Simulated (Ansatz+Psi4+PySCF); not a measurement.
doublet CH3F(+): levels of theory in one basis

```yaml
atoms:
  - { symbol: C, position_ang: [0.0071, 0.0291, -0.0009] }
  - { symbol: H, position_ang: [1.0151, -0.0076, -0.3451] }
  - { symbol: H, position_ang: [-0.5262, 0.8646, -0.3651] }
  - { symbol: H, position_ang: [-0.5296, -0.9181, -0.3680] }
  - { symbol: F, position_ang: [0.0199, 0.0185, 1.3428] }
```

Basis set: cc-pVTZ (spherical functions). Correlated methods keep 2 orbitals frozen. Correlation on ROHF uses semicanonical orbitals with singles. Charge 1, multiplicity 2.

Computed with Ansatz (development build ahead of 0.2.0) and Psi4 1.11; each method stands on the lowest determinant of its kind that the runs found.

| method | E − E(ROHF) (eV) | <S²> of the determinant |
| --- | --- | --- |
| ROHF | 0.00 | 0.75 |
| UHF | -0.24 | 0.77 |
| ROHF-MP2 | -10.68 | – |
| UHF-MP2 | -10.78 | 0.77 |

Caution for ROHF-MP2, UHF-MP2: MP2 on this radical cation hangs on the determinant chosen.
